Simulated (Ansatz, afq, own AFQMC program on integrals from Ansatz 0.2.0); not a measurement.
NH2Cl, triplet: AFQMC among the cluster methods

```xyz
4

Cl   -0.8070    0.0197    0.0000
H     0.6150    0.0197    0.0000
N     1.8460    0.0197    0.0000
H     2.1151   -0.9846    0.0000
```

Connectivity, by distances: Cl ··· NH, 1 bridging H.

Basis cc-pVTZ. Only valence electrons are correlated. AFQMC by an in-house program on the Cholesky factors that Ansatz 0.2.0 writes for its CCSD(T) run. ph-AFQMC/CISD is guided by a CISD state made of CCSD amplitudes; releasing the constraint for a short imaginary time cuts its bias at the price of noise, slowly where states lie close. Error bars are statistical, one sigma.

Determinant: UHF, the one that the program's search chose, which needn't be the lowest solution. The geometry is a point of a scan.

No full CI on the walks' own integrals is used here. The released AFQMC energy serves as the reference, which it does only where one determinant dominates, the energy is flat over the last release times and near the phaseless one (40 meV or 2 meV an electron, half that with transition metals). On small molecules, where full CI could be run and the noise was under 10 meV, such values lay within 10 meV of it in 19 cases of 20, a flattering rate, since the rule was set on those same cases; what remains of the bias isn't in the error bar.

Cautions: lower spins were not checked; the released value is read at 1.62 1/Eh, later times being too noisy (meV from the phaseless value at times in 1/Eh: -6 ± 5 at 0.24, -16 ± 6 at 0.51, -23 ± 5 at 0.99, -26 ± 9 at 1.62, -26 ± 12 at 2.40).

* T1 diagnostic: 0.0192
* weight of the determinant in the CISD state: 0.863
* ⟨S²⟩ of the determinant: 2.038
* size of the correlated space: 14 electrons in 86 orbitals

```json
{"level": "MP2", "correlation energy (eV)": "-9.7825"}
{"level": "CCSD", "correlation energy (eV)": "-10.7883"}
{"level": "CCSD(T)", "correlation energy (eV)": "-11.1898"}
```

Task: Estimate where phaseless AFQMC with a CISD trial lies against CCSD(T) on the same integrals.

Result: 0.74 ± 0.13 kcal/mol below CCSD(T).

Reference: AFQMC with the constraint released, correlation energy -11.248 ± 0.009 eV.

| level | E − E(reference) (kcal/mol) | share of correlation (%) |
| --- | --- | --- |
| CCSD(T) | 1.33 ± 0.20 | 99.49 |
| ph-AFQMC/CISD | 0.60 ± 0.24 | 99.77 |

A walk keeps the symmetry of its determinant, which the program's search chose and which needn't be the lowest solution, so a lower state of the same spin and another symmetry isn't excluded. Released energies are given only where the last usable release times agree within the noise; a slower fall can still hide under it.
